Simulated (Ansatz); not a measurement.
How far each method lies from RCCSDTQ for AsH$_{2}$, quartet

Geometry: that of the AsH2⁻, triplet, kept fixed. The doublet lies 3.8 eV lower here.

```xyz
3

As    0.0000    0.0191    0.0272
H     0.0000   -1.5033   -0.1111
H     0.0000    0.0833   -1.9075
```

Basis aug-cc-pVDZ; Ansatz 0.2.0. Only valence electrons are correlated (noble-gas cores and the filled d shells of p-block atoms frozen), which leaves 7 electrons in 40 orbitals. Prefix R: restricted or restricted open-shell reference; prefix U: unrestricted. Active spaces: valence = (7e, 6o) chosen from the atoms' valence shells. No spin–orbit coupling is included, and no scalar relativity.

Full CI isn't at hand for all of this; RCCSDTQ serves as the reference, and is uncertain by about the last step of the cluster series. The frozen core follows each run's orbitals, which can shift R against U totals by a few meV for light atoms and by up to 0.1 eV past Ca.

For open shells CISD is restricted-active-space CI with the open shells as a complete middle space.

* UHF ⟨S²⟩: 3.766
* T1 diagnostic (RCCSD): 0.0245
* largest doubles amplitude (RCCSD): 0.059

| level | E − E(RCCSDTQ) (kJ/mol) | share of correlation (%) | wall time |
| --- | --- | --- | --- |
| RHF | 299.8 | 0.00 | – |
| RMP2 | 67.4 | 77.53 | – |
| CISD | 17.1 | 94.31 | 2.8 s |
| RCCSD | 9.4 | 96.87 | – |
| RCCSD(T) | 2.1 | 99.30 | 4.5 s |
| BCCD(T) | 2.1 | 99.30 | 2.8 s |
| RCCSDT | 0.3 | 99.89 | – |
| RCCSDT(Q) | 0.1 | 99.98 | 15 s |
| CASSCF (valence space) | 247.2 | 17.55 | – |
| NEVPT2 (valence space) | 63.0 | 79.00 | 2.3 s |
| MRCISD (valence space) | 13.8 | 95.41 | – |
| MRCISD+Q (valence space) | -0.1 | 100.02 | 2.9 s |

The correlation energy at RCCSDTQ, counted from RHF, is -3.108 eV. That run took 34 s on 2 threads of AMD EPYC 7R13 with a shared H100 80 GB, shared host.

Run but not shown, since their state or frozen core can't be matched to the reference's or they repeat it: UHF, UMP2, UCCSD, UCCSD(T), UCCSDT, UCCSDT(Q).

Times hold each run's SCF and search for its determinant on a shared host, so for small cases they say little of a method's own cost; they ran on 1 thread of AMD EPYC 7R13.

Natural occupations of CASSCF (valence space) about the gap: 1.995 1.968 1.001 1.000 1.000 0.036; effectively unpaired electrons, Σ n²(2−n)², 3.01.
